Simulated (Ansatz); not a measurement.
# CH2S2 (SMILES S=CS): one structure at several levels

Aim: energy, forces and dipole at a structure displaced at random from a GFN2-xTB minimum, from CCSD(T) and from density functionals.

The runs use Ansatz 0.2.0, Gaussian basis; single points in def2-TZVPP.

Cores are frozen in the correlated methods.

## (1) The starting structure

SMILES `S=CS`, 5 atoms, charge 0, spin multiplicity 1.

Atoms are counted from 1 here; the program's logs count them from 0.

Bond lengths: S1–C2 1.622 Å, C2–S3 1.722 Å, C2–H4 1.090 Å, S3–H5 1.333 Å. Angles: S1–C2–S3 123.8°, S1–C2–H4 121.0°, S3–C2–H4 115.1°, C2–S3–H5 98.0°.

Coordinates:

```xyz
5
CH2S2
S    -1.3868   -0.7722    1.2946
C    -0.4166   -0.2395    0.1094
S     1.0544    0.6133    0.3842
H    -0.6740   -0.3926   -0.9383
H     1.3908    0.8185   -0.8894
```

## (2) CCSD(T)/def2-TZVPP

File run/in.yaml:

```yaml
crystal:
  periodic: [false, false, false]
  atoms:
    - {symbol: S, position_ang: [-1.386800, -0.772200, 1.294600]}
    - {symbol: C, position_ang: [-0.416600, -0.239500, 0.109400]}
    - {symbol: S, position_ang: [1.054400, 0.613300, 0.384200]}
    - {symbol: H, position_ang: [-0.674000, -0.392600, -0.938300]}
    - {symbol: H, position_ang: [1.390800, 0.818500, -0.889400]}
basis:
  gaussian: {orbitals: def2-TZVPP}
correlation: {method: ccsd_t}
output: {forces: true}
```

The command line of these runs was not kept.

## (3) PBE0-D4/def2-TZVPP

Changes to run/in.yaml since step 2:

```diff
@@ -10,3 +10,3 @@
   gaussian: {orbitals: def2-TZVPP}
-correlation: {method: ccsd_t}
-output: {forces: true}
+hamiltonian: {xc: pbe0, dispersion: d4}
+output: {forces: true, orbitals: {seedname: orbitals}}
```

## (4) wB97M-V/def2-TZVPP

Changes to run/in.yaml since step 3:

```diff
@@ -10,3 +10,3 @@
   gaussian: {orbitals: def2-TZVPP}
-hamiltonian: {xc: pbe0, dispersion: d4}
-output: {forces: true, orbitals: {seedname: orbitals}}
+hamiltonian: {xc: {name: wB97M-V}}
+output: {forces: true}
```

## (5) r2SCAN-D4/def2-TZVPP

Changes to run/in.yaml since step 4:

```diff
@@ -10,3 +10,3 @@
   gaussian: {orbitals: def2-TZVPP}
-hamiltonian: {xc: {name: wB97M-V}}
+hamiltonian: {xc: r2scan, dispersion: d4}
 output: {forces: true}
```

## (6) PBE-D4/def2-TZVPP

Changes to run/in.yaml since step 5:

```diff
@@ -10,3 +10,3 @@
   gaussian: {orbitals: def2-TZVPP}
-hamiltonian: {xc: r2scan, dispersion: d4}
+hamiltonian: {xc: pbe, dispersion: d4}
 output: {forces: true}
```

## (7) wB97X-V/def2-TZVPP

Changes to run/in.yaml since step 6:

```diff
@@ -10,3 +10,3 @@
   gaussian: {orbitals: def2-TZVPP}
-hamiltonian: {xc: pbe, dispersion: d4}
+hamiltonian: {xc: {name: wB97X-V}}
 output: {forces: true}
```

## (8) r2SCANh-D4/def2-TZVPP

Changes to run/in.yaml since step 7:

```diff
@@ -10,3 +10,3 @@
   gaussian: {orbitals: def2-TZVPP}
-hamiltonian: {xc: {name: wB97X-V}}
+hamiltonian: {xc: {name: r2SCANh}, dispersion: d4}
 output: {forces: true}
```

(Steps that only read results are left out.)

Q: Predict the outcome of this session. Wanted: energy less free atoms, CCSD(T)/def2-TZVPP; RMS force component; RMS force error; HOMO and LUMO, PBE0-D4; T1 diagnostic.

The runs gave:

```
                                  quantity                                                                                              value
energy less free atoms, CCSD(T)/def2-TZVPP                                                                                     -1581.8 kJ/mol
                       RMS force component                                                               0.165 to 0.273 eV/Å over the methods
                           RMS force error  PBE0-D4 0.243, wB97M-V 0.226, r2SCAN-D4 0.166, PBE-D4 0.209, wB97X-V 0.250, r2SCANh-D4 0.206 eV/Å
                    HOMO and LUMO, PBE0-D4                                                                                 -6.71 and -2.29 eV
                             T1 diagnostic                                                                                              0.018
```

In words: Against CCSD(T) the functionals' energies less atoms differ by -136.7 to -62.1 kJ/mol, PBE-D4 by -136.7 kJ/mol. CCSD(T) in triple zeta still lacks some correlation energy of the bonds, so part of these gaps is its own basis error and they don't rank the functionals. The forces of r2SCAN-D4 come nearest to CCSD(T), those of wB97X-V are farthest. Frozen-core CCSD(T) forces in triple zeta carry basis errors of their own, and this is one geometry, so small gaps rank nothing. The restricted Hartree–Fock reference is unstable towards an unrestricted one at one or more of these structures.
